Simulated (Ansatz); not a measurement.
# AlH3: the cost of one run

Program: Ansatz 0.2.0. Level of theory: RKS r2SCANh-D4/def2-SVP. These are calculated values, not measurements.

## (1) Starting point

Bond lengths: Al1–H2 1.560 Å, Al1–H3 1.560 Å, Al1–H4 1.560 Å. Angles: H2–Al1–H3 120.0°, H2–Al1–H4 120.0°, H3–Al1–H4 120.0°.

Structure file:

```xyz
4

Al    0.0000    0.0000    0.0000
H     0.0000    0.0000    1.5600
H     1.3510    0.0000   -0.7800
H    -1.3510    0.0000   -0.7800
```

## (2) Relaxing the start

The input, input.yaml:

```yaml
crystal:
  periodic: [false, false, false]
  atoms:
    - { symbol: Al, position_ang: [0.0, 0.0, 0.0] }
    - { symbol: H, position_ang: [0.0, 0.0, 1.56] }
    - { symbol: H, position_ang: [1.351, 0.0, -0.78] }
    - { symbol: H, position_ang: [-1.351, 0.0, -0.78] }
basis:
  gaussian: { orbitals: def2-SVP }
hamiltonian:
  xc: r2scanh
  dispersion: d4
relax:
  f_tol: 0.02
  max_steps: 40
output:
  orbitals: {}
```

On the command line:

```console
$ ansatz run input.yaml --threads 1 --pin off --max-ram 2048MiB --backend cpu --events-out ev --progress --plain --runs-dir out
```

Q: Estimate wall time and peak memory on 1 thread of Arm Neoverse V2, shared host.

About 3.1 s, with a peak of 0.089 GiB.
